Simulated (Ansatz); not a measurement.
Basis-set extrapolation for CH4S (`CS`) (PBE0-D4/def2-TZVP geometry, frozen core, Ansatz 0.2.0). Multiplicity 1, RHF reference.

|  | def2-TZVPP | def2-QZVPP |
| --- | --- | --- |
| HF | -437.752251 | -437.765894 |
| MP2 correlation | -0.363304 | -0.390674 |
| CCSD(T) correlation | -0.412936 | -0.438004 |

Energies in hartree. Use E(X) = E(∞) + A·exp(−7.88·√X) for Hartree–Fock and E(X) = E(∞) + B·X^(−2.97) for correlation, with X = 3 and 4.

What is the CCSD(T) energy at the basis-set limit?

HF limit: -437.765894 + (-0.013643) × 0.13774 = -437.76777. Correlation limit: -0.438004 + (-0.025068) × 0.74074 = -0.45657. Total: -438.22434 hartree, 155.3 kJ/mol below CCSD(T)/def2-TZVPP.
